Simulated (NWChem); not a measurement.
**Correlation energy of hydrogen sulfide (H2S)**

```xyz
3

S      0.0000     0.0000     0.1056
H     -0.9740     0.0000    -0.8447
H      0.9740     0.0000    -0.8447
```
Charge 0, spin multiplicity 1.

The numbers come from NWChem runs, not from measurements. The geometry was optimised at PBE/def2-SVP, a minimum by its harmonic frequencies.

Basis set: cc-pVQZ. Each correlation energy counts from its own Hartree-Fock reference.

```
method        correlation energy (mHa)  difference from CCSD(T)
------------  ------------------------  -----------------------
CR-CCSD(T)                      -236.9                     +1.4
RI-MP2                          -206.8                    +31.5
SCS-MP2                         -212.7                    +25.5
CCSD                            -228.8                     +9.4
CCSD+T(CCSD)                    -238.4                     -0.1
MP2                             -206.8                    +31.4
CCSD(T)                         -238.3                      0.0
CR-CCSD[T]                      -237.0                     +1.2
```

The values span 31.6 mHa, from CCSD+T(CCSD) (lowest) to RI-MP2 (highest). 

The correlated methods keep 5 core orbitals frozen. No row is a measurement; the coupled-cluster row has its own basis-set and correlation limits.
